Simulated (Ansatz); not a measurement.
Results of PBE-D4 in Ansatz (PAW) for anatase TiO₂ (metastable phase).

Settings: plane-wave cutoff 520 eV, 12×12×12 k mesh, Fermi–Dirac smearing 0.01 eV, no spin polarisation, scalar-relativistic PAW data made under PBE.

A third-order Birch–Murnaghan fit to the energies gives V0 = 11.452 Å³/atom, B0 = 175 GPa, B′ = 2.4.

| V (Å³/atom) | P (GPa) |
|---|---|
| 10.994 | … |
| 11.223 | … |
| 11.452 | 0.00 |
| 11.681 | … |
| 11.910 | … |

Task: Estimate the withheld pressures from this fit; the answers are the runs' own values.

Result: 
- 10.994, P (GPa): 7.49
- 11.223, P (GPa): 3.63
- 11.681, P (GPa): -3.39
- 11.910, P (GPa): -6.54

The formula P = (3/2) B0 (x^(7/3) − x^(5/3)) [1 + (3/4)(B′ − 4)(x^(2/3) − 1)] with x = V0/V meets the computed pressures within 0.01 GPa when these rounded values are put in.

Shape and atoms are relaxed at each volume.

Note: the bulk modulus comes from volumes at which shape and atoms were relaxed.

Computed values are for the static lattice.

Ansatz is a first-principles code.
